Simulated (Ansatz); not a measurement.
Rhombohedral A7 Sb, treated with r²SCAN (PAW; Ansatz, an electronic-structure program).

Numerical settings: plane-wave cutoff 560 eV, 16×16×16 k mesh, Fermi–Dirac smearing 0.05 eV, scalar-relativistic PAW data made under PBE.

Cell (relaxed at this level):

```cif
data_Sb2
_chemical_formula_sum 'Sb2'
_space_group_name_H-M_alt 'P 1'
_space_group_IT_number 1
_cell_length_a 4.61080
_cell_length_b 4.61080
_cell_length_c 4.61080
_cell_angle_alpha 56.155
_cell_angle_beta 56.155
_cell_angle_gamma 56.155
loop_
_space_group_symop_operation_xyz
  'x, y, z'
loop_
_atom_site_label
_atom_site_type_symbol
_atom_site_fract_x
_atom_site_fract_y
_atom_site_fract_z
_atom_site_occupancy
Sb1 Sb 0.23144 0.23144 0.23144 1
Sb2 Sb 0.76856 0.76856 0.76856 1
```

### Question
Predict the bulk modulus.

### Answer

- bulk modulus = 27.8 GPa

The run finds no gap.

Measured, for comparison: bulk modulus 39.5 GPa (copied from a table, unchecked, extrapolated to 0 K and zero-point effects removed; as tabulated in Lejaeghere et al. (2013), arXiv:1204.2733). Computed (rounded) less measured: bulk modulus not scored (unchecked).

Note: the cell comes from a level without a dispersion term, which matters for the spacing of layers, chains or molecules; the bulk modulus comes from volumes at which shape and atoms were relaxed.

Spin–orbit coupling is not included.

The computed numbers hold no vibrational or temperature effects.
